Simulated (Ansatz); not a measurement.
# H3O+ (singlet): B2PLYP, RKS PBE0, RPA-PBE over a scan of the distance O1–H4, 6-31G

How well do these functionals follow the top wave-function level for H3O+ (singlet) over a scan of the distance O1–H4?

The runs use Ansatz 0.2.0, Gaussian basis; 6-31G, all electrons in the functionals, frozen cores in the correlation of double hybrids and RPA.

The runs, in order: B2PLYP, RKS PBE0, RPA-PBE, at 0.784 Å; 0.861 Å; 0.978 Å; 1.095 Å; 1.182 Å; 1.347 Å; 1.573 Å; 1.818 Å; 2.164 Å; 2.625 Å; 3.298 Å (not every functional at every point).

22 further runs of the same task are left out: 2 for a known fault of the program, 11 that didn't finish, 9 set aside as unsound or not needed.

### Step 1. The system

The geometry derives from a PBE0/def2-TZVP stationary point (not a proven minimum). One bond is set to the value named and the two fragments are kept rigid.

4 atoms, charge 1, spin multiplicity 1.

Atoms are counted from 1 here; the program's logs count them from 0.

Bond lengths: O1–H2 0.978 Å, O1–H3 0.978 Å, O1–H4 0.978 Å. Angles: H2–O1–H3 113.0°, H2–O1–H4 113.0°, H3–O1–H4 113.0°.

Geometry (Å):

```xyz
4

O     0.00016   -0.00010   -0.04192
H     0.94103    0.01417    0.22531
H    -0.48355    0.80942    0.21800
H    -0.45997   -0.82193    0.22215
```

No dispersion term is added.

The geometry shown and the zero of energy belong to the point 0.978 Å. The yardstick, FCI, and other wave-function levels (R restricted, U unrestricted, valence and pair active spaces) come from earlier runs.

### Step 2. B2PLYP, 0.784 Å

The input, in.yaml:

```yaml
crystal:
  periodic: [false, false, false]
  atoms:
    - {symbol: O, position_ang: [-0.004683, -0.008749, -0.039145]}
    - {symbol: H, position_ang: [0.936191, 0.005524, 0.228083]}
    - {symbol: H, position_ang: [-0.488385, 0.800776, 0.220778]}
    - {symbol: H, position_ang: [-0.373468, -0.667428, 0.172502]}
basis:
  gaussian: {orbitals: 6-31G}
total_charge: 1
hamiltonian: {xc: {name: B2PLYP}}
correlation: {electrons: outside_noble_gas}
```

On the command line:

```console
$ ansatz run in.yaml --threads 1 --pin off --events-out ev --progress --plain --max-ram 2393MiB
```

The log of the run:

```text
Functional definition: B2PLYP
  name "B2PLYP"
  cite "Grimme, J. Chem. Phys. 124, 034108 (2006) doi:10.1063/1.2148954"
  cite "Becke, Phys. Rev. A 38, 3098 (1988) doi:10.1103/PhysRevA.38.3098"
  cite "Lee, Yang & Parr, Phys. Rev. B 37, 785 (1988) doi:10.1103/PhysRevB.37.785"
  parameter a = 0.53
  parameter c = 0.27
  exchange = (1 - a)*b88_x + a*exact_x
  correlation = (1 - c)*lyp_c + c*(mp2_os + mp2_ss)
171 factors; integrals over basis functions are off by at most 6.3e-4 eV
mean field evaluation 1: about -2072.3862 eV, gradient 7.3e1 eV
mean field evaluation 2: about -2072.3821 eV, gradient 7.3e1 eV
mean field evaluation 4: about -2081.1835 eV, gradient 7.3e-1 eV
mean field evaluation 8: about -2081.1815 eV, gradient 2.0e-3 eV
mean field -2081.18149249 eV, -76.4820091735 hartree, gradient 2.7e-6 eV, S^2 0.000000; 0 other end points of the search recorded, 0 dependent functions left out
1 core orbitals not correlated: weight in the atoms' cores, before any rotation towards them, 1.000 or more for the frozen orbitals, at most 0.000 for the correlated occupied ones
reference -2081.18154458 eV, -76.4820110878 hartree; 4, 4 occupied and 10, 10 virtual orbitals, 171 factors
second order -3.97623919 eV of doubles, -0.00000000 eV of singles
Total energy: -2082.25512916 eV, -76.5214645935 hartree
```

Wall time 0.3 s (1 thread of Arm Neoverse V1, shared host).

### Step 3. B2PLYP, 0.861 Å

The input, in.yaml:

```yaml
crystal:
  periodic: [false, false, false]
  atoms:
    - {symbol: O, position_ang: [-0.002764, -0.005321, -0.040246]}
    - {symbol: H, position_ang: [0.938110, 0.008952, 0.226982]}
    - {symbol: H, position_ang: [-0.486466, 0.804204, 0.219677]}
    - {symbol: H, position_ang: [-0.407769, -0.728692, 0.192188]}
basis:
  gaussian: {orbitals: 6-31G}
total_charge: 1
hamiltonian: {xc: {name: B2PLYP}}
correlation: {electrons: outside_noble_gas}
```

The command is unchanged.

The log of the run, shortened:

```text
Functional definition: B2PLYP
  name "B2PLYP"
  cite "Grimme, J. Chem. Phys. 124, 034108 (2006) doi:10.1063/1.2148954"
  cite "Becke, Phys. Rev. A 38, 3098 (1988) doi:10.1103/PhysRevA.38.3098"
  cite "Lee, Yang & Parr, Phys. Rev. B 37, 785 (1988) doi:10.1103/PhysRevB.37.785"
[...]
171 factors; integrals over basis functions are off by at most 4.8e-4 eV
[...]
mean field -2082.21626983 eV, -76.5200365393 hartree, gradient 2.9e-6 eV, S^2 0.000000; 0 other end points of the search recorded, 0 dependent functions left out
1 core orbitals not correlated: weight in the atoms' cores, before any rotation towards them, 1.000 or more for the frozen orbitals, at most 0.000 for the correlated occupied ones
reference -2082.21632366 eV, -76.5200385174 hartree; 4, 4 occupied and 10, 10 virtual orbitals, 171 factors
second order -4.09677179 eV of doubles, -0.00000000 eV of singles
Total energy: -2083.32245204 eV, -76.5606879857 hartree
```

Wall time 0.3 s (1 thread of Arm Neoverse V1, shared host).

### Step 4. B2PLYP, 0.978 Å

The input, in.yaml:

```yaml
crystal:
  periodic: [false, false, false]
  atoms:
    - {symbol: O, position_ang: [0.000157, -0.000104, -0.041923]}
    - {symbol: H, position_ang: [0.941031, 0.014170, 0.225305]}
    - {symbol: H, position_ang: [-0.483545, 0.809421, 0.218000]}
    - {symbol: H, position_ang: [-0.459974, -0.821935, 0.222149]}
basis:
  gaussian: {orbitals: 6-31G}
total_charge: 1
hamiltonian: {xc: {name: B2PLYP}}
correlation: {electrons: outside_noble_gas}
```

Launched as before.

The log of the run, shortened:

```text
Functional definition: B2PLYP
  name "B2PLYP"
  cite "Grimme, J. Chem. Phys. 124, 034108 (2006) doi:10.1063/1.2148954"
  cite "Becke, Phys. Rev. A 38, 3098 (1988) doi:10.1103/PhysRevA.38.3098"
  cite "Lee, Yang & Parr, Phys. Rev. B 37, 785 (1988) doi:10.1103/PhysRevB.37.785"
[...]
171 factors; integrals over basis functions are off by at most 2.9e-4 eV
[...]
mean field -2082.65457569 eV, -76.5361439827 hartree, gradient 2.7e-6 eV, S^2 0.000000; 0 other end points of the search recorded, 0 dependent functions left out
1 core orbitals not correlated: weight in the atoms' cores, before any rotation towards them, 1.000 or more for the frozen orbitals, at most 0.000 for the correlated occupied ones
reference -2082.65463409 eV, -76.5361461287 hartree; 4, 4 occupied and 10, 10 virtual orbitals, 171 factors
second order -4.27298796 eV of doubles, -0.00000000 eV of singles
Total energy: -2083.80834084 eV, -76.5785440697 hartree
```

Run time: 0.3 s. Hardware: 1 thread of Arm Neoverse V1, shared host.

### Step 5. B2PLYP, 1.095 Å

The input, in.yaml:

```yaml
crystal:
  periodic: [false, false, false]
  atoms:
    - {symbol: O, position_ang: [0.003068, 0.005095, -0.043593]}
    - {symbol: H, position_ang: [0.943942, 0.019369, 0.223635]}
    - {symbol: H, position_ang: [-0.480634, 0.814621, 0.216330]}
    - {symbol: H, position_ang: [-0.512008, -0.914872, 0.252011]}
basis:
  gaussian: {orbitals: 6-31G}
total_charge: 1
hamiltonian: {xc: {name: B2PLYP}}
correlation: {electrons: outside_noble_gas}
```

Same command.

The log of the run, shortened:

```text
Functional definition: B2PLYP
  name "B2PLYP"
  cite "Grimme, J. Chem. Phys. 124, 034108 (2006) doi:10.1063/1.2148954"
  cite "Becke, Phys. Rev. A 38, 3098 (1988) doi:10.1103/PhysRevA.38.3098"
  cite "Lee, Yang & Parr, Phys. Rev. B 37, 785 (1988) doi:10.1103/PhysRevB.37.785"
[...]
171 factors; integrals over basis functions are off by at most 2.6e-4 eV
[...]
mean field -2082.40915114 eV, -76.5271247967 hartree, gradient 5.4e-6 eV, S^2 0.000000; 0 other end points of the search recorded, 0 dependent functions left out
1 core orbitals not correlated: weight in the atoms' cores, before any rotation towards them, 1.000 or more for the frozen orbitals, at most 0.000 for the correlated occupied ones
reference -2082.40921354 eV, -76.5271270899 hartree; 4, 4 occupied and 10, 10 virtual orbitals, 171 factors
second order -4.43791623 eV of doubles, -0.00000000 eV of singles
Total energy: -2083.60745092 eV, -76.5711615015 hartree
```

It took 0.28 s on 1 thread of Arm Neoverse V1, shared host.

From 0.978 Å: +0.201 eV.

### Step 6. B2PLYP, 1.182 Å

The input, in.yaml:

```yaml
crystal:
  periodic: [false, false, false]
  atoms:
    - {symbol: O, position_ang: [0.005236, 0.008968, -0.044838]}
    - {symbol: H, position_ang: [0.946110, 0.023241, 0.222390]}
    - {symbol: H, position_ang: [-0.478466, 0.818493, 0.215085]}
    - {symbol: H, position_ang: [-0.550764, -0.984092, 0.274253]}
basis:
  gaussian: {orbitals: 6-31G}
total_charge: 1
hamiltonian: {xc: {name: B2PLYP}}
correlation: {electrons: outside_noble_gas}
```

Launched as before.

The log of the run, shortened:

```text
Functional definition: B2PLYP
  name "B2PLYP"
  cite "Grimme, J. Chem. Phys. 124, 034108 (2006) doi:10.1063/1.2148954"
  cite "Becke, Phys. Rev. A 38, 3098 (1988) doi:10.1103/PhysRevA.38.3098"
  cite "Lee, Yang & Parr, Phys. Rev. B 37, 785 (1988) doi:10.1103/PhysRevB.37.785"
[...]
171 factors; integrals over basis functions are off by at most 2.6e-4 eV
[...]
mean field -2082.02599227 eV, -76.5130439681 hartree, gradient 1.2e-6 eV, S^2 0.000000; 0 other end points of the search recorded, 0 dependent functions left out
1 core orbitals not correlated: weight in the atoms' cores, before any rotation towards them, 1.000 or more for the frozen orbitals, at most 0.000 for the correlated occupied ones
reference -2082.02605423 eV, -76.5130462451 hartree; 4, 4 occupied and 10, 10 virtual orbitals, 171 factors
second order -4.55371734 eV of doubles, -0.00000000 eV of singles
Total energy: -2083.25555791 eV, -76.5582296720 hartree
```

Run time: 0.3 s. Hardware: 1 thread of Arm Neoverse V1, shared host.

From 0.978 Å: +0.553 eV.

### Step 7. B2PLYP, 1.347 Å

The input, in.yaml:

```yaml
crystal:
  periodic: [false, false, false]
  atoms:
    - {symbol: O, position_ang: [0.009349, 0.016313, -0.047198]}
    - {symbol: H, position_ang: [0.950223, 0.030586, 0.220030]}
    - {symbol: H, position_ang: [-0.474353, 0.825838, 0.212725]}
    - {symbol: H, position_ang: [-0.624266, -1.115372, 0.316436]}
basis:
  gaussian: {orbitals: 6-31G}
total_charge: 1
hamiltonian: {xc: {name: B2PLYP}}
correlation: {electrons: outside_noble_gas}
```

The command is unchanged.

The log of the run, shortened:

```text
Functional definition: B2PLYP
  name "B2PLYP"
  cite "Grimme, J. Chem. Phys. 124, 034108 (2006) doi:10.1063/1.2148954"
  cite "Becke, Phys. Rev. A 38, 3098 (1988) doi:10.1103/PhysRevA.38.3098"
  cite "Lee, Yang & Parr, Phys. Rev. B 37, 785 (1988) doi:10.1103/PhysRevB.37.785"
[...]
171 factors; integrals over basis functions are off by at most 2.7e-4 eV
[...]
mean field -2081.13628500 eV, -76.4803478290 hartree, gradient 1.3e-6 eV, S^2 0.000000; 0 other end points of the search recorded, 0 dependent functions left out
1 core orbitals not correlated: weight in the atoms' cores, before any rotation towards them, 1.000 or more for the frozen orbitals, at most 0.000 for the correlated occupied ones
reference -2081.13635253 eV, -76.4803503105 hartree; 4, 4 occupied and 10, 10 virtual orbitals, 171 factors
second order -4.75834640 eV of doubles, -0.00000000 eV of singles
Total energy: -2082.42110606 eV, -76.5275641318 hartree
```

Run time: 0.3 s. Hardware: 1 thread of Arm Neoverse V1, shared host.

From 0.978 Å: +1.387 eV.

### Step 8. B2PLYP, 1.573 Å

The input, in.yaml:

```yaml
crystal:
  periodic: [false, false, false]
  atoms:
    - {symbol: O, position_ang: [0.014981, 0.026374, -0.050431]}
    - {symbol: H, position_ang: [0.955855, 0.040647, 0.216797]}
    - {symbol: H, position_ang: [-0.468721, 0.835899, 0.209492]}
    - {symbol: H, position_ang: [-0.724941, -1.295186, 0.374214]}
basis:
  gaussian: {orbitals: 6-31G}
total_charge: 1
hamiltonian: {xc: {name: B2PLYP}}
correlation: {electrons: outside_noble_gas}
```

Launched as before.

The log of the run, shortened:

```text
Functional definition: B2PLYP
  name "B2PLYP"
  cite "Grimme, J. Chem. Phys. 124, 034108 (2006) doi:10.1063/1.2148954"
  cite "Becke, Phys. Rev. A 38, 3098 (1988) doi:10.1103/PhysRevA.38.3098"
  cite "Lee, Yang & Parr, Phys. Rev. B 37, 785 (1988) doi:10.1103/PhysRevB.37.785"
[...]
171 factors; integrals over basis functions are off by at most 3.0e-4 eV
[...]
mean field -2079.91828219 eV, -76.4355870513 hartree, gradient 2.1e-6 eV, S^2 0.000000; 0 other end points of the search recorded, 0 dependent functions left out
1 core orbitals not correlated: weight in the atoms' cores, before any rotation towards them, 1.000 or more for the frozen orbitals, at most 0.000 for the correlated occupied ones
reference -2079.91835624 eV, -76.4355897724 hartree; 4, 4 occupied and 10, 10 virtual orbitals, 171 factors
second order -5.00964618 eV of doubles, -0.00000000 eV of singles
Total energy: -2081.27096070 eV, -76.4852970698 hartree
```

Wall time 0.3 s (1 thread of Arm Neoverse V1, shared host).

From 0.978 Å: +2.537 eV.

### Step 9. B2PLYP, 1.818 Å

The input, in.yaml:

```yaml
crystal:
  periodic: [false, false, false]
  atoms:
    - {symbol: O, position_ang: [0.021088, 0.037280, -0.053935]}
    - {symbol: H, position_ang: [0.961962, 0.051553, 0.213293]}
    - {symbol: H, position_ang: [-0.462614, 0.846805, 0.205988]}
    - {symbol: H, position_ang: [-0.834080, -1.490118, 0.436849]}
basis:
  gaussian: {orbitals: 6-31G}
total_charge: 1
magnetization: {spin_polarized: true, initial_magnetization: 0}
hamiltonian: {xc: {name: B2PLYP}}
correlation: {electrons: outside_noble_gas}
```

Same command.

The log of the run, shortened:

```text
Functional definition: B2PLYP
  name "B2PLYP"
  cite "Grimme, J. Chem. Phys. 124, 034108 (2006) doi:10.1063/1.2148954"
  cite "Becke, Phys. Rev. A 38, 3098 (1988) doi:10.1103/PhysRevA.38.3098"
  cite "Lee, Yang & Parr, Phys. Rev. B 37, 785 (1988) doi:10.1103/PhysRevB.37.785"
[...]
171 factors; integrals over basis functions are off by at most 2.8e-4 eV
[...]
mean field -2078.79892351 eV, -76.3944513786 hartree, gradient 2.0e-6 eV, S^2 0.059209; 5 other end points of the search recorded, 0 dependent functions left out
1 core orbitals not correlated: weight in the atoms' cores, before any rotation towards them, 1.000 or more for the frozen orbitals, at most 0.000 for the correlated occupied ones
reference -2078.79899430 eV, -76.3944539800 hartree; 4, 4 occupied and 10, 10 virtual orbitals, 171 factors
second order -5.08069301 eV of doubles, -0.00000000 eV of singles
Total energy: -2080.17078141 eV, -76.4448662265 hartree
```

It took 0.9 s on 1 thread of Arm Neoverse V1, shared host.

From the report: ⟨S²⟩ of the determinant 0.059 (pure singlet: 0.00).

From 0.978 Å: +3.638 eV.

### Step 10. B2PLYP, 2.164 Å

The input, in.yaml:

```yaml
crystal:
  periodic: [false, false, false]
  atoms:
    - {symbol: O, position_ang: [0.029711, 0.052682, -0.058884]}
    - {symbol: H, position_ang: [0.970585, 0.066955, 0.208344]}
    - {symbol: H, position_ang: [-0.453991, 0.862207, 0.201039]}
    - {symbol: H, position_ang: [-0.988211, -1.765408, 0.525305]}
basis:
  gaussian: {orbitals: 6-31G}
total_charge: 1
magnetization: {spin_polarized: true, initial_magnetization: 0}
hamiltonian: {xc: {name: B2PLYP}}
correlation: {electrons: outside_noble_gas}
```

Same command.

The log of the run, shortened:

```text
Functional definition: B2PLYP
  name "B2PLYP"
  cite "Grimme, J. Chem. Phys. 124, 034108 (2006) doi:10.1063/1.2148954"
  cite "Becke, Phys. Rev. A 38, 3098 (1988) doi:10.1103/PhysRevA.38.3098"
  cite "Lee, Yang & Parr, Phys. Rev. B 37, 785 (1988) doi:10.1103/PhysRevB.37.785"
[...]
171 factors; integrals over basis functions are off by at most 3.1e-4 eV
[...]
mean field -2077.83532054 eV, -76.3590396226 hartree, gradient 1.4e-6 eV, S^2 0.403696; 4 other end points of the search recorded, 0 dependent functions left out
1 core orbitals not correlated: weight in the atoms' cores, before any rotation towards them, 1.000 or more for the frozen orbitals, at most 0.000 for the correlated occupied ones
reference -2077.83539287 eV, -76.3590422805 hartree; 4, 4 occupied and 10, 10 virtual orbitals, 171 factors
second order -4.49000826 eV of doubles, -0.00000000 eV of singles
Total energy: -2079.04769510 eV, -76.4035935657 hartree
```

Run time: 1.1 s. Hardware: 1 thread of Arm Neoverse V1, shared host.

From the report: ⟨S²⟩ of the determinant 0.404 (pure singlet: 0.00).

From 0.978 Å: +4.761 eV.

### Step 11. B2PLYP, 2.625 Å

The input, in.yaml:

```yaml
crystal:
  periodic: [false, false, false]
  atoms:
    - {symbol: O, position_ang: [0.041201, 0.073204, -0.065478]}
    - {symbol: H, position_ang: [0.982075, 0.087477, 0.201750]}
    - {symbol: H, position_ang: [-0.442501, 0.882729, 0.194445]}
    - {symbol: H, position_ang: [-1.193571, -2.132197, 0.643162]}
basis:
  gaussian: {orbitals: 6-31G}
total_charge: 1
magnetization: {spin_polarized: true, initial_magnetization: 0}
hamiltonian: {xc: {name: B2PLYP}}
correlation: {electrons: outside_noble_gas}
```

Same command.

The log of the run, shortened:

```text
Functional definition: B2PLYP
  name "B2PLYP"
  cite "Grimme, J. Chem. Phys. 124, 034108 (2006) doi:10.1063/1.2148954"
  cite "Becke, Phys. Rev. A 38, 3098 (1988) doi:10.1103/PhysRevA.38.3098"
  cite "Lee, Yang & Parr, Phys. Rev. B 37, 785 (1988) doi:10.1103/PhysRevB.37.785"
[...]
173 factors; integrals over basis functions are off by at most 2.9e-4 eV
[...]
mean field -2077.27432210 eV, -76.3384233101 hartree, gradient 3.7e-6 eV, S^2 0.627247; 4 other end points of the search recorded, 0 dependent functions left out
1 core orbitals not correlated: weight in the atoms' cores, before any rotation towards them, 1.000 or more for the frozen orbitals, at most 0.000 for the correlated occupied ones
reference -2077.27440782 eV, -76.3384264604 hartree; 4, 4 occupied and 10, 10 virtual orbitals, 173 factors
second order -4.17369152 eV of doubles, -0.00000000 eV of singles
Total energy: -2078.40130453 eV, -76.3798391506 hartree
```

Run time: 1.1 s. Hardware: 1 thread of Arm Neoverse V1, shared host.

From the report: ⟨S²⟩ of the determinant 0.627 (pure singlet: 0.00). The determinant is far from a pure spin state, so its energy mixes those of several spin states (harmless only where they are near-degenerate, as at dissociation).

From 0.978 Å: +5.407 eV.

### Step 12. B2PLYP, 3.298 Å

The input, in.yaml:

```yaml
crystal:
  periodic: [false, false, false]
  atoms:
    - {symbol: O, position_ang: [0.057974, 0.103163, -0.075104]}
    - {symbol: H, position_ang: [0.998848, 0.117436, 0.192124]}
    - {symbol: H, position_ang: [-0.425728, 0.912688, 0.184819]}
    - {symbol: H, position_ang: [-1.493369, -2.667661, 0.815218]}
basis:
  gaussian: {orbitals: 6-31G}
total_charge: 1
magnetization: {spin_polarized: true, initial_magnetization: 0}
hamiltonian: {xc: {name: B2PLYP}}
correlation: {electrons: outside_noble_gas}
```

Launched as before.

The log of the run, shortened:

```text
Functional definition: B2PLYP
  name "B2PLYP"
  cite "Grimme, J. Chem. Phys. 124, 034108 (2006) doi:10.1063/1.2148954"
  cite "Becke, Phys. Rev. A 38, 3098 (1988) doi:10.1103/PhysRevA.38.3098"
  cite "Lee, Yang & Parr, Phys. Rev. B 37, 785 (1988) doi:10.1103/PhysRevB.37.785"
[...]
172 factors; integrals over basis functions are off by at most 2.9e-4 eV
[...]
mean field -2076.98862357 eV, -76.3279240828 hartree, gradient 9.6e-6 eV, S^2 0.732347; 5 other end points of the search recorded, 0 dependent functions left out
1 core orbitals not correlated: weight in the atoms' cores, before any rotation towards them, 1.000 or more for the frozen orbitals, at most 0.000 for the correlated occupied ones
reference -2076.98872346 eV, -76.3279277537 hartree; 4, 4 occupied and 10, 10 virtual orbitals, 172 factors
second order -4.01615728 eV of doubles, -0.00000000 eV of singles
Total energy: -2078.07308593 eV, -76.3677773392 hartree
```

Wall time 1.1 s (1 thread of Arm Neoverse V1, shared host).

From the report: ⟨S²⟩ of the determinant 0.732 (pure singlet: 0.00). The determinant is far from a pure spin state, so its energy mixes those of several spin states (harmless only where they are near-degenerate, as at dissociation).

From 0.978 Å: +5.735 eV.

### Step 13. RKS PBE0, 1.818 Å

The input, in.yaml:

```yaml
crystal:
  periodic: [false, false, false]
  atoms:
    - {symbol: O, position_ang: [0.021088, 0.037280, -0.053935]}
    - {symbol: H, position_ang: [0.961962, 0.051553, 0.213293]}
    - {symbol: H, position_ang: [-0.462614, 0.846805, 0.205988]}
    - {symbol: H, position_ang: [-0.834080, -1.490118, 0.436849]}
basis:
  gaussian: {orbitals: 6-31G}
total_charge: 1
hamiltonian: {xc: {name: PBE0}}
```

Launched as before.

The log of the run:

```text
Functional definition: PBE0
  name "PBE0"
  cite "Adamo & Barone, J. Chem. Phys. 110, 6158 (1999) doi:10.1063/1.478522"
  cite "Perdew, Burke & Ernzerhof, Phys. Rev. Lett. 77, 3865 (1996) doi:10.1103/PhysRevLett.77.3865"
  parent pbe
  parameter a = 0.25
  parameter kappa = 0.804
  parameter beta = 0.06672455060314922
  exchange = (1 - a)*pbe_x(kappa = kappa, mu = beta*pi^2/3) + a*exact_x
  correlation = pbe_c(beta = beta)
171 factors; integrals over basis functions are off by at most 2.8e-4 eV
mean field evaluation 1: about -2063.6351 eV, gradient 9.4e1 eV
mean field evaluation 2: about -2018.6625 eV, gradient 1.4e2 eV
mean field evaluation 4: about -2080.2808 eV, gradient 8.2e0 eV
mean field evaluation 8: about -2080.4127 eV, gradient 2.1e-1 eV
mean field evaluation 16: about -2080.4128 eV, gradient 1.6e-5 eV
mean field -2080.41277572 eV, -76.4537593534 hartree, gradient 1.6e-5 eV, S^2 0.000000; 0 other end points of the search recorded, 0 dependent functions left out
reference -2080.41278650 eV, -76.4537597495 hartree; 5, 5 occupied and 10, 10 virtual orbitals, 171 factors
Total energy: -2080.41278650 eV, -76.4537597495 hartree
```

It took 0.21 s on 1 thread of Arm Neoverse V1, shared host.

[end of part 1 of 2]
